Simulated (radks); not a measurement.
# Cl⁴⁺ in [Ne] 3s2 3p1: an all-electron calculation

One table from this session's results is given with a row withheld; the runs are named, their logs left out.

Program: radks (a radial shooting solver on a logarithmic mesh, Libxc functionals) version 1. Level of theory: non-relativistic Kohn-Sham, BLYP, spin-polarised, spherical densities, point nucleus; open shells are filled with parallel spins first. These are calculated values, not measurements, unless marked.

### What is computed

```
element       : chlorine (Z = 17)
charge        : +4
electrons     : 13
configuration : [Ne] 3s2 3p1
```

The outer shells:

Cl⁴⁺
```
[Ne] core
3s [↑↓]
3p [↑ ][  ][  ]
```

Set-up of the first run:

Settings of this run:

```text
Z 17
configuration [Ne] 3s2 3p1
relativity non-relativistic
functional b88,lyp
spin polarised
nucleus point
```

Command:

```sh
$ python run_ks.py task.json out
```

The same process makes all the runs of this session.

One of the session's tables, all rows but one given; the rest of the session is left out.

It belongs to the step «Radial structure». Radial moments (bohr):

| level | <r> | outermost maximum (interpolated) | 90 % within | nodes |
| --- | --- | --- | --- | --- |
| 1s up | 0.09141 | 0.0599 | 0.163 | 0 |
| 1s down | 0.09140 | 0.0599 | 0.163 | 0 |
| 2s up | 0.4451 | 0.363 | 0.696 | 1 |
| 2s down | 0.4450 | 0.363 | 0.695 | 1 |
| 2p up | 0.4054 | 0.301 | 0.673 | 0 |
| 2p down | ? | ? | ? | ? |
| 3s up | 1.354 | 1.21 | 2.00 | 2 |
| 3s down | 1.357 | 1.20 | 2.01 | 2 |
| 3p up | 1.443 | 1.27 | 2.17 | 1 |
| 3p down | 1.452 | 1.26 | 2.19 | 1 |

Q: Estimate the row for 2p down from the others.

**Answer.** <r>: 0.4053; outermost maximum (interpolated): 0.301; 90 % within: 0.672; nodes: 0. In the column «<r>» it lies between 1s up (0.09141) and 2p up (0.4054).

To keep in mind: Open shells are spherical and high-spin; term and fine-structure splittings are not resolved.
